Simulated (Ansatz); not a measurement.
Relaxation of C₂H₆B (9 atoms, charge 0, multiplicity 2), to a largest force component of 0.015 eV/Å in at most 40 steps.

Level of theory: UKS B3LYP/STO-3G in Ansatz.

```xyz
9
Properties=species:S:1:pos:R:3
C -0.531 0.660 -1.244
B -0.019 0.560 0.221
C 0.463 -0.857 0.696
H -1.258 -0.077 -1.453
H -1.053 1.692 -1.395
H 0.571 1.514 0.643
H -0.241 -1.629 0.486
H 1.481 -1.094 0.183
H 0.677 -0.815 1.847
```

Where does it end, and by what steps?

The forces met the threshold. The force dipped under the threshold on the way, but the program's further checks kept it going. Limits of this set-up: minimal basis. After 16 steps the energy has fallen by 1.348 eV; H8 moved furthest, 0.40 Å.

```csv
step,energy less start (eV),largest force component (eV/Å),accepted
0,0.0000,4.072,yes
1,-1.1254,1.679,yes
2,-1.1959,2.185,yes
3,-1.3391,0.144,yes
4,-1.3374,0.235,no
5,-1.3426,0.027,yes
6,-1.3434,0.045,yes
7,-1.3434,0.193,no
8,-1.3447,0.043,yes
9,-1.3451,0.140,yes
10,-1.3449,0.183,no
11,-1.3466,0.059,yes
12,-1.3473,0.006,yes
13,-1.3477,0.063,yes
14,-1.3478,0.030,yes
15,-1.3479,0.024,yes
16,-1.3479,0.013,yes
```

```xyz
9
Properties=species:S:1:pos:R:3
C -0.836 0.748 -1.019
B 0.197 0.556 0.092
C 0.532 -0.861 0.700
H -1.407 -0.084 -1.462
H -1.083 1.728 -1.457
H 0.761 1.500 0.506
H -0.047 -1.689 0.269
H 1.604 -1.086 0.564
H 0.366 -0.857 1.791
```

Whether the end is a true minimum wasn't checked by a vibrational analysis.

Run time: 21 s on 1 thread of Arm Neoverse V2, on a shared host, peak memory 0.11 GiB.
